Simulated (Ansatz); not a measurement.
Species: HF, charge 1, doublet. HF+ (parent SMILES F, doublet).
B3LYP-D3(BJ)/def2-TZVP minimum from Ansatz (a program for electronic structure):
```xyz
2

F      0.0000     0.0000    -0.1016
H      0.0000     0.0000     0.9148
```
Charge +1, spin multiplicity 2.

Total energies in cc-pV5Z, 7 correlated electrons, 1 frozen orbitals. UHF or UKS for unpaired electrons; spin-orbit terms are left out. Correlated methods leave the cores frozen. No relativity.

```
method    program  energy (Eh)  minus CCSDT(Q) (mEh)
--------  -------  -----------  --------------------
HF         Ansatz    -99.54676                247.84
MP2        Ansatz    -99.77911                 15.49
CCSD       Ansatz    -99.78915                  5.45
CCSD(T)    Ansatz    -99.79429                  0.31
CCSDT(Q)   Ansatz    -99.79460                  0.00
```

Rough core times of Ansatz's runs on a shared machine: CCSD(T) 40 s, CCSDT(Q) 40 min.
